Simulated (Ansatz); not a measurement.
Rock-salt ZrC, treated with r²SCAN0 in Ansatz (plane waves, PAW).

Total energies, extrapolated to zero smearing (they compare only within this program, potentials and cutoff):

| system | energy (eV/atom) |
|---|---|
| rock-salt ZrC, relaxed | -2223.9725 |
| hcp Zr | -4194.2803 |
| graphite | -251.5267 |

Work out the formation enthalpy per atom.

ΔH_f ≈ ΔE = -2223.9725 − [1 × (-4194.2803) + 1 × (-251.5267)]/2 = -1.069 eV/atom (0 K, no vibrations). The reference value is -1.019 eV/atom (measured, 298 K, copied from a table, unchecked, no zero-point or thermal correction; as tabulated in Wang et al. (2021), doi:10.1038/s41598-021-94550-5), a difference of -0.050 eV/atom.

The PAW data were made under PBE.

Ansatz is a first-principles code.
